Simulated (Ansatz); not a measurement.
Turn this script for the Ansatz DFT code, driven from Python into the input file that the command-line program reads.

Interactive session:
```pycon
>>> import warnings
>>> import ansatz
>>> import numpy as np
>>> from rdkit import Chem
>>> from rdkit.Chem import AllChem
>>> warnings.simplefilter('ignore', ansatz.DeckWarning)
>>> rd = Chem.AddHs(Chem.MolFromSmiles('Cc1ccc[n-]1'))
>>> AllChem.EmbedMolecule(rd, randomSeed=563)
0
>>> AllChem.UFFOptimizeMolecule(rd)
0
>>> molecule = ansatz.Crystal.molecule()
>>> for atom, xyz in zip(rd.GetAtoms(), rd.GetConformer().GetPositions()):
...     molecule = molecule.atom(atom.GetSymbol(), xyz.round(5).tolist())
...
>>> model = molecule.calculation().basis(gaussian='cc-pVDZ').functional('cam_b3lyp').charge(-1)
>>> symbols = [site.symbol for site in molecule.cartesian_sites]
>>> start = np.array([site.position_ang for site in molecule.cartesian_sites], dtype=float)
>>> def progress(event):
...     if event['event'] == 'relax_step':
...         row = event['data']
...         print(f'step {row["step"]:3d}  E = {row["lagrangian_ev"]:.6f} eV  largest force component {row["allowed_force_max_ev_ang"]:.4f} eV/A')
...
>>> report = model.relax(force_tolerance=0.005).session().plan().execute(on_event=progress).report
step   1  E = -6769.009083 eV  largest force component 1.6683 eV/A
step   2  E = -6769.122437 eV  largest force component 0.5636 eV/A
step   3  E = -6769.129659 eV  largest force component 0.3632 eV/A
step   4  E = -6769.138013 eV  largest force component 0.0727 eV/A
step   5  E = -6769.138606 eV  largest force component 0.0249 eV/A
step   6  E = -6769.138647 eV  largest force component 0.0060 eV/A
step   7  E = -6769.138654 eV  largest force component 0.0032 eV/A
>>> end = np.array(report['positions_ang'])
>>> for key in ('converged', 'free_energy_ev', 'reference_energy_ev', 'n_frozen', 'n_occupied', 'n_virtual'):
...     print(f'{key:22s} {report[key]}')
...
converged              True
free_energy_ev         -6769.138774876861
reference_energy_ev    -6769.138774876861
n_frozen               0
n_occupied             [22, 22]
n_virtual              [92, 92]
>>> print('final positions (A) and the move of each atom')
final positions (A) and the move of each atom
>>> for symbol, xyz, old in zip(symbols, end, start):
...     print(f'{symbol:2s} {xyz[0]:10.5f} {xyz[1]:10.5f} {xyz[2]:10.5f}   {np.linalg.norm(xyz - old):7.4f}')
...
C     1.90359   -0.21614   -0.07614    0.0183
C     0.40347   -0.13410   -0.03655    0.0482
C    -0.39137    1.01530    0.07711    0.0577
C    -1.72983    0.55000    0.10427    0.0584
C    -1.63407   -0.84208    0.00162    0.0096
N    -0.34534   -1.26484   -0.08491    0.0285
H     2.37076   -0.25093    0.92979    0.1204
H     2.21213   -1.13709   -0.59782    0.0449
H     2.35607    0.64357   -0.60278    0.0835
H    -0.04549    2.05130    0.13283    0.0726
H    -2.64155    1.14918    0.17621    0.0852
H    -2.45837   -1.56417   -0.02365    0.0766
>>> charges = report['charge_distribution']
>>> print('dipole moment', round(4.803205 * float(np.linalg.norm(charges['dipole_moment_e_ang'])), 3), 'D')
dipole moment 1.896 D
>>> print('Mulliken:', [(s, round(q, 3)) for s, q in zip(symbols, charges['mulliken_charges_e'])])
Mulliken: [('C', 0.034), ('C', -0.083), ('C', -0.09), ('C', -0.054), ('C', -0.016), ('N', -0.275), ('H', -0.023), ('H', -0.024), ('H', -0.031), ('H', -0.153), ('H', -0.144), ('H', -0.141)]
```

`input.yaml`:
```yaml
crystal:
  periodic: [false, false, false]
  atoms:
    - { symbol: C, position_ang: [1.89487, -0.20065, -0.0807] }
    - { symbol: C, position_ang: [0.40263, -0.17311, -0.06486] }
    - { symbol: C, position_ang: [-0.36885, 0.9626, 0.07087] }
    - { symbol: C, position_ang: [-1.67497, 0.53036, 0.09987] }
    - { symbol: C, position_ang: [-1.63284, -0.84457, -0.00755] }
    - { symbol: "N", position_ang: [-0.36165, -1.28239, -0.10039] }
    - { symbol: H, position_ang: [2.27626, -0.18326, 0.96135] }
    - { symbol: H, position_ang: [2.25271, -1.12296, -0.58466] }
    - { symbol: H, position_ang: [2.28672, 0.68176, -0.62918] }
    - { symbol: H, position_ang: [-0.02105, 1.98446, 0.14724] }
    - { symbol: H, position_ang: [-2.55909, 1.14599, 0.19747] }
    - { symbol: H, position_ang: [-2.49474, -1.49823, -0.00947] }
basis:
  gaussian:
    orbitals: cc-pVDZ
hamiltonian:
  xc: cam_b3lyp
total_charge: -1.0
relax:
  f_tol: 0.005
```

Notes:
- Total energies depend on the basis set; only differences at equal settings carry meaning.
- The end point is the stationary point reached from this start; no frequency run checks that it is a minimum, and the basis set is modest.
- An ion's dipole depends on the origin; the program takes it about the centre of nuclear charge.
- Anions want diffuse functions, which this basis lacks.
- Timing: 54 s on 1 thread of Arm Neoverse V1, with other jobs on the host, peak memory 0.43 GiB.

(Lines on the test bed's own set-up are left out of the output.)
